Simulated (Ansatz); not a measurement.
ClFMg, SMILES `[F][Mg][Cl]`. The species carries charge 0 and has multiplicity 1.

```xyz
3

F    -1.260    1.372    0.292
Mg   -0.095    0.103    0.022
Cl    1.355   -1.475   -0.314
```

Question: What are the harmonic wavenumbers in cm⁻¹ at PBE0-D4/def2-TZVP (Ansatz, finite differences of forces, unscaled)? (Best estimate.)

Answer: The calculation gave: 136, 136, 403, 794.

Question: Is this a minimum?

Answer: Yes, all 4 modes are real.

Question: Give the ideal-gas thermochemistry at 298.15 K and 1 bar (rigid rotor, harmonic oscillator; point group C∞v, symmetry number 1).

Answer: Zero-point energy 8.8 kJ/mol; H(298) − E = 22.0 kJ/mol; entropy 265.4 J/(mol·K), of which translation 163.3, rotation 73.2, vibration 28.8; G(298) − E = -57.1 kJ/mol.
